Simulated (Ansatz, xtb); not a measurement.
## A geometry optimisation of BClH3Si+ with r2SCAN-D4/def2-SVP

The starting geometry of this gas-phase singlet was built from a drawn formula by distance geometry; its bonds are those of `[BH+][SiH2]Cl`.

```xyz
6

B    -1.6722   -0.5508   -0.1706
Cl    0.6265   -1.1648   -2.6715
Si    0.1720   -0.3033   -0.8566
H    -2.8231   -0.3589   -0.3666
H     0.3252    1.1647   -1.0650
H     0.9772   -0.8013    0.2903
```

**Question.** Predict what it relaxes into with r2SCAN-D4/def2-SVP.

**Answer.** A new bond forms, giving a structure with Cl2 bridging B1 and Si3, given below by its coordinates. Distances that change by over a tenth: Cl2–Si3 (2.06 → 2.43 Å). Contacts that close: B1–Cl2 (3.45 → 1.79 Å).

The energy falls by 1.66 eV over 15 steps:

| step | E − E(last) (eV) |
| --- | --- |
| 1 | 1.664 |
| 3 | 1.121 |
| 4 | 1.079 |
| 6 | 0.872 |
| 7 | 0.696 |
| 9 | 0.196 |
| 10 | 0.108 |
| 12 | 0.003 |
| 13 | 0.000 |
| 15 | 0.000 |

Final geometry (Å):

```xyz
6

B    -1.4894   -0.6250   -0.8506
Cl   -0.5443   -1.2451   -2.2431
Si    0.2801    0.0823   -0.3886
H    -2.6538   -0.8030   -0.6827
H     0.7502    1.3529   -0.9857
H     1.2626   -0.7766    0.3107
```

From the same start GFN2-xTB ends elsewhere, at `B[SiH+]Cl`.

The end wasn't checked by frequencies. Run with Ansatz 0.2.0, 66 s on 1 thread of AMD EPYC (Zen 3) (shared host).
